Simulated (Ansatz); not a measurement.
For zinc-blende MgS (metastable phase), r²SCAN0 (PAW; Ansatz, an electronic-structure program) gives:

```
Item                                 Result
-----------------------------  ------------
lattice parameter a                 5.645 Å
bulk modulus B0                    62.0 GPa
cohesive energy                3.92 eV/atom
band gap at the measured cell       5.71 eV
```

Task: What does Hartree–Fock in Ansatz (PAW) give for the same quantities?

Result: 
- lattice constant a: 5.735 Å (grows by 1.6 %)
- bulk modulus: 59.2 GPa (drops by 4.5 %)
- cohesive energy: 2.91 eV/atom (falls by 1.01 eV/atom)
- band gap at the measured cell: 11.04 eV (rises by 5.33 eV)

For comparison: band gap 4.78 ± 0.1 eV (measured, temperature not stated, extrapolated in composition from an alloy gap of 4.19 eV, direct; extrapolated from a Zn0.2Mg0.8S0.645Se0.355 epilayer; as tabulated in Lucero et al. (2012), arXiv:1111.4515).

Changes are worked out from the printed values.

Unless a cell is named, each level is at its own relaxed cell (r²SCAN0 22.49, Hartree–Fock 23.58 Å³/atom).

Density-functional gaps are differences of (generalised) Kohn–Sham levels.

Ansatz's density-functional and Hartree–Fock values are scalar-relativistic unless marked +SOC, with PAW data made under PBE.
